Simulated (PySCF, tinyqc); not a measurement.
Ways to converge the cycle: SCF convergence aids in the sto-3g basis, for BH, spin multiplicity 1. Computed by the program tinyqc with PySCF. 

Geometry (angstrom):
```
atom,x,y,z
B,0.0000,0.0000,0.0000
H,0.0000,0.0000,2.0690
```

lowest restricted solution found by these runs and by PySCF = -24.596610 hartree

RHF with one setting changed at a time; a run stops when the energy changes by less than 1e-09 hartree and the error matrix is below 1e-5. The start is the core Hamiltonian. Damping d keeps d of the old density; a shift (hartree) raises the virtual levels; DIIS n extrapolates F over n matrices.

Largest element of the error matrix X^T (FDS - SDF) X:
```
iteration,plain,damping 0.3,damping 0.6,shift 0.4,DIIS 3,DIIS 8
1,2.5e-01,2.5e-01,2.5e-01,2.5e-01,2.5e-01,2.5e-01
2,2.7e-01,1.1e-01,1.3e-01,3.5e-01,2.7e-01,2.7e-01
3,1.6e-01,6.7e-02,7.4e-02,1.1e-01,1.6e-01,1.6e-01
4,3.6e-02,3.8e-02,5.7e-02,3.3e-02,5.6e-02,5.6e-02
5,8.8e-03,2.1e-02,4.3e-02,1.0e-02,4.8e-03,2.1e-02
6,1.9e-03,1.1e-02,3.4e-02,3.5e-03,3.5e-04,5.4e-05
8,2.0e-04,3.2e-03,2.0e-02,1.1e-03,5.0e-07,4.1e-07
10,2.2e-05,9.0e-04,1.2e-02,3.7e-04,-,-
14,-,7.3e-05,3.5e-03,4.0e-05,-,-
20,-,1.7e-06,5.6e-04,-,-,-
30,-,-,2.6e-05,-,-,-
```

How each run ends:
```
run,iterations,E (hartree),state
plain,11,-24.59661,lowest found
damping 0.3,20,-24.59661,lowest found
damping 0.6,41,-24.59661,lowest found
shift 0.4,17,-24.59661,lowest found
DIIS 3,8,-24.59661,lowest found
DIIS 8,8,-24.59661,lowest found
```

6 of 6 runs reach the lowest restricted solution found, in 8 to 41 iterations (fastest: DIIS 3, DIIS 8). Plain steps already contract here, so damping only slows them. DIIS 3 and DIIS 8 gain by cancelling the error over several earlier matrices, much as a quasi-Newton step does. The restricted reference is unstable here: a spin-polarised solution lies 0.0389 hartree lower (PySCF), so results built on it describe a poor reference.
